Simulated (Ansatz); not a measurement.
**C4H9FO: geometry optimisation**

The task is to find a stationary geometry of C4H9FO.

Program: Ansatz 0.2.0, Gaussian basis. Level of theory: RKS PBE0-D4/def2-TZVP. These are calculated values, not measurements.

Plan: relaxation at PBE0-D4/def2-TZVP.

1 further run of the same task is left out (set aside as unsound or not needed).

## Step 1: Starting geometry

SMILES `CCCOCF`, 15 atoms, charge 0, spin multiplicity 1.

Atoms are counted from 1 here; the program's logs count them from 0.

Bond lengths: C1–C2 1.523 Å, C1–H7 1.086 Å, C1–H8 1.088 Å, C1–H9 1.088 Å, C2–C3 1.527 Å, C2–H10 1.091 Å, C2–H11 1.091 Å, C3–O4 1.425 Å, C3–H12 1.099 Å, C3–H13 1.093 Å, O4–C5 1.360 Å, C5–F6 1.383 Å, C5–H14 1.104 Å, C5–H15 1.096 Å. Angles: C2–C1–H7 110.2°, C2–C1–H8 110.7°, C2–C1–H9 110.7°, H7–C1–H8 108.4°, H7–C1–H9 108.5°, H8–C1–H9 108.4°, C1–C2–C3 111.0°, C1–C2–H10 110.1°, C1–C2–H11 109.6°, C3–C2–H10 108.5°, C3–C2–H11 109.9°, H10–C2–H11 107.8°, C2–C3–O4 113.9°, C2–C3–H12 110.3°, C2–C3–H13 110.0°, O4–C3–H12 109.2°, O4–C3–H13 104.2°, H12–C3–H13 108.9° and more.

As a file:

```mol
C4H9FO
  3D, bonds by distance, orders not assigned

 15 14  0  0  0  0  0  0  0  0999 V2000
    1.0235   -0.5452   -1.8428 C   0  0
    0.5275   -0.5845   -0.4033 C   0  0
   -0.7667    0.2117   -0.2484 C   0  0
   -1.3883    0.0625    1.0250 O   0  0
   -0.7857    0.6937    2.0677 C   0  0
    0.3299    0.0151    2.5235 F   0  0
    1.9463   -1.1111   -1.9365 H   0  0
    1.2156    0.4790   -2.1551 H   0  0
    0.2853   -0.9760   -2.5152 H   0  0
    0.3380   -1.6155   -0.1003 H   0  0
    1.2940   -0.1787    0.2588 H   0  0
   -0.5833    1.2788   -0.4393 H   0  0
   -1.5155   -0.1502   -0.9570 H   0  0
   -0.4287    1.7077    1.8172 H   0  0
   -1.4920    0.7127    2.9055 H   0  0
  1  2  8  0
  2  3  8  0
  3  4  8  0
  4  5  8  0
  5  6  8  0
  1  7  8  0
  1  8  8  0
  1  9  8  0
  2 10  8  0
  2 11  8  0
  3 12  8  0
  3 13  8  0
  5 14  8  0
  5 15  8  0
M  END
```

The start is a GFN2-xTB geometry.

## Step 2: Geometry optimisation, PBE0-D4/def2-TZVP

Input file in.yaml:

```yaml
crystal:
  periodic: [false, false, false]
  atoms:
    - {symbol: C, position_ang: [1.023540, -0.545230, -1.842760]}
    - {symbol: C, position_ang: [0.527510, -0.584510, -0.403260]}
    - {symbol: C, position_ang: [-0.766690, 0.211660, -0.248380]}
    - {symbol: O, position_ang: [-1.388270, 0.062510, 1.025040]}
    - {symbol: C, position_ang: [-0.785700, 0.693750, 2.067670]}
    - {symbol: F, position_ang: [0.329910, 0.015070, 2.523530]}
    - {symbol: H, position_ang: [1.946270, -1.111100, -1.936520]}
    - {symbol: H, position_ang: [1.215570, 0.479050, -2.155120]}
    - {symbol: H, position_ang: [0.285280, -0.976040, -2.515160]}
    - {symbol: H, position_ang: [0.338000, -1.615540, -0.100270]}
    - {symbol: H, position_ang: [1.294040, -0.178650, 0.258820]}
    - {symbol: H, position_ang: [-0.583290, 1.278770, -0.439300]}
    - {symbol: H, position_ang: [-1.515520, -0.150160, -0.956970]}
    - {symbol: H, position_ang: [-0.428670, 1.707710, 1.817240]}
    - {symbol: H, position_ang: [-1.491970, 0.712710, 2.905450]}
basis:
  gaussian: {orbitals: def2-TZVP}
hamiltonian: {xc: pbe0, dispersion: d4}
relax: {f_tol: 0.005, max_steps: 150}
```

Command:

```bash
> ansatz run in.yaml --threads 2 --pin off --events-out ev --progress --plain --max-ram 22528MiB --backend cuda --devices 0, --max-vram 18GiB
```

**Question.** What will the summary of the whole plan be? Wanted: point group; shift from the start; total energy; dispersion term; dipole moment.

**Answer**, as computed:

| quantity | value |
| --- | --- |
| point group | C1 |
| steps | 11 |
| shift from the start (rms) | 0.198 Å |
| total energy | -9052.4901 eV |
| dispersion term | -213 meV |
| dipole moment | 1.62 D |

What this shows: The relaxed geometry lies 0.20 Å (rms) from the start; the bond that changed most is C2–C3, from 1.527 to 1.515 Å. No vibrations were run, so it is not proven to be a minimum. The largest Mulliken charge, -0.38 e, sits on C1.
